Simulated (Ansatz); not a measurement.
`Cc1cc[nH]c1` → `[CH2]` (triplet) + `c1cc[nH]c1` at 400 K and 1 bar (formal loss of a carbene).

Computed with Ansatz on PBE0-D4/def2-TZVP structures; ΔE is electronic, products minus reactants. CBS: MP2 limit from def2 TZ/QZ plus the TZ coupled-cluster correction, frozen cores. This one scheme is used for every species. Triplets are unrestricted, without spin–orbit coupling.

```json
{"species": "`Cc1cc[nH]c1`", "CCSD(T)/CBS energy (Eh)": "-249.16737", "H − E (kJ/mol)": "318.8", "S (J/(mol·K))": "344.2"}
{"species": "`[CH2]` (triplet)", "CCSD(T)/CBS energy (Eh)": "-39.09499", "H − E (kJ/mol)": "59.0", "S (J/(mol·K))": "205.7"}
{"species": "`c1cc[nH]c1`", "CCSD(T)/CBS energy (Eh)": "-209.90399", "H − E (kJ/mol)": "239.0", "S (J/(mol·K))": "293.7"}
```

H − E and S are ideal-gas, rigid-rotor, harmonic terms from PBE0-D4/def2-TZVP, with the whole ground term of open shells counted as degenerate. 1 Eh = 2625.50 kJ/mol, R = 8.31446 J/(mol·K).

Task: By hand: ΔE, ΔH, ΔS and ΔG.

Result: ΔE = (-39.09499) + (-209.90399) − (-249.16737) = 0.16839 Eh = 442.1 kJ/mol. Δ(H − E) = 59.0 + 239.0 − 318.8 = -20.8, so ΔH = 421.3 kJ/mol. ΔS = 205.7 + 293.7 − 344.2 = 155.2 J/(mol·K). ΔG = 421.3 − 400 × (155.2)/1000 = 359.2 kJ/mol.

Task: By hand: the equilibrium constant, and the temperature at which ΔG would vanish if ΔH and ΔS stayed fixed.

Result: log₁₀ K = −ΔG/(RT ln 10) = -46.9. ΔG = 0 at ΔH/ΔS = 2715 K, far beyond where these terms or the molecules hold.

The number of gas molecules changes by +1, which sets the sign of ΔS. A doubt of 5 kJ/mol in ΔE shifts log₁₀ K by 0.7 here. A triplet takes part, so the spin changes. These are equilibria of isolated gas molecules and say nothing of rates. Largest T1 diagnostic: 0.011 (customary marks: 0.02 for closed shells, 0.045 for open ones).
